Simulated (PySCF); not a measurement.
Isomers of [C3H8N]+ (charge +1), one GFN2-xTB conformer each. Single-point energies are computed at PBE0/pcSseg-1 (PySCF, gas phase, no added dispersion term), electronic only.

Task: Rank them by PBE0/pcSseg-1 energy, lowest first (kJ/mol).
A. `C1C[NH2+]C1`
B. `C=[N+](C)C`

Result: B (0.0), A (5.4).

As drawn, the higher has a four-membered ring and an N–H bond, which the lower lacks. Neighbours under 21 kJ/mol apart (C=[N+](C)C and C1C[NH2+]C1) can change places with a better method, another conformer or zero-point energy. GFN2-xTB itself gives, in the same order: 0.0, 22.0. Both levels put the same isomer lowest.

Task: Which frontier levels and rotational constants go with these structures?

Result: 
```json
{"SMILES": "C=[N+](C)C", "HOMO (eV, PBE0/pcSseg-1)": "-15.24", "LUMO (eV)": "-7.33", "A, B, C (MHz)": "9904, 9189, 5065"}
{"SMILES": "C1C[NH2+]C1", "HOMO (eV, PBE0/pcSseg-1)": "-14.96", "LUMO (eV)": "-4.67", "A, B, C (MHz)": "11282, 10561, 6323"}
```
